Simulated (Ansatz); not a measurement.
## A basis-limit estimate, worked out

An elementary step of C$_{3}$H$_{7}$, doublet (C₃H₆ (C1CC1) + H → C₃H₅ ([CH]1[CH2][CH2]1) + H₂; H–C broken or loosened, H–H formed or tightened). “Start” and “end” are the PBE0-D4/def2-TZVP structures reached by relaxing down either side of its saddle point, with the molecules still in contact.

Program: Ansatz 0.2.0. Basis: def2-TZVPP and def2-QZVPP. Cores are frozen in the correlated methods; orbitals are unrestricted.

Energies in eV:

| quantity | end | start |
| --- | --- | --- |
| Hartree–Fock, triple zeta (X = 3) | -3199.84302 | -3200.16186 |
| Hartree–Fock, quadruple zeta (X = 4) | -3200.00307 | -3200.31642 |
| MP2 correlation, X = 3 | -13.86402 | -14.04589 |
| MP2 correlation, X = 4 | -14.73169 | -14.90793 |
| CCSD(T) correlation, X = 3 | -15.50942 | -15.47764 |

Q: Work out the step energy at the basis limit: extrapolate Hartree–Fock as E(X) = E∞ + A exp(−7.88 √X) and the MP2 correlation as E(X) = E∞ + B X^−2.97 (the exponents that Neese and Valeev fitted for def2-TZVPP and QZVPP), then add CCSD(T) − MP2 in triple zeta.

A: Each step is linear, so take the differences first (end − start): Hartree–Fock 0.31884 (X = 3) and 0.31335 (X = 4); MP2 correlation 0.18187 and 0.17624; CCSD(T) correlation -0.03178.
Two points give E∞ = E(4) + w [E(4) − E(3)], with w = 1/(exp(7.88 (2 − √3)) − 1) = 0.1377 for Hartree–Fock and w = 1/((4/3)^2.97 − 1) = 0.7407 for the correlation.
Hartree–Fock: 0.31335 + 0.1377 × (-0.00549) = 0.3126 eV.
MP2 correlation: 0.17624 + 0.7407 × (-0.00563) = 0.1721 eV.
CCSD(T) − MP2: -0.03178 − 0.18187 = -0.2137 eV.
Sum: 0.3126 + 0.1721 + (-0.2137) = 0.2710 eV, or 6.25 kcal/mol. Plain CCSD(T) in triple zeta gives 0.2871 eV, so the larger basis shifts the result by -0.0161 eV.

No T1 diagnostic of these runs exceeds 0.014. ⟨S²⟩ of the unrestricted Hartree–Fock references: 0.75 to 0.78 (a pure state has 0.75).

Labels in which every atom is bracketed show which atoms are joined, not bond orders.

For scale, one of the runs: CCSD(T)/def2-TZVPP, 191 basis functions (an equivalent command: `ansatz run in.yaml --threads 4`). Time: 70 s of wall clock on 4 CPU threads; the host was shared. Peak host memory: 5.6 GiB.
